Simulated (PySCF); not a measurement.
**Gas-phase thermal properties of CF₃**

Energies from PySCF (xtb for GFN2), thermal terms from the rigid-rotor harmonic-oscillator model, ideal gas at 1 bar. 'Table' is the NASA 1993 thermochemical table (part measured, part estimated). 6-31G* has spherical d functions here. Open shells (unrestricted): CF₃ (multiplicity 2). GFN2 has no spin-polarisation term. B3LYP is the form with VWN-RPA correlation. The harmonic model lacks anharmonicity and excited electronic states, which grow with temperature; levels with a mode under 35 cm⁻¹ are left out. The table's entry may be an old estimate for CF₃ (not checked at source).

```csv
level,point group,σ,ZPE (kJ/mol),S°298 (J/mol/K),Cp298 (J/mol/K),S°1000 (J/mol/K),H1000 − H298 (kJ/mol)
table,-,-,-,265.1,49.8,343.3,47.2
B3LYP/6-31G*,C3v,3,32.0,265.0,49.8,343.1,47.1
GFN2-xTB,C3v,3,28.9,267.8,53.0,348.5,48.5
HF/6-31G*,C3v,3,35.6,263.0,47.4,338.2,45.6
PBE/def2-SVP,C3v,3,31.3,265.2,50.2,343.9,47.5
PBE0/def2-TZVP,C3v,3,32.4,264.3,49.3,342.0,46.9
```
σ: rotational symmetry number. Electronic degeneracy used: 2. Frequencies are unscaled.
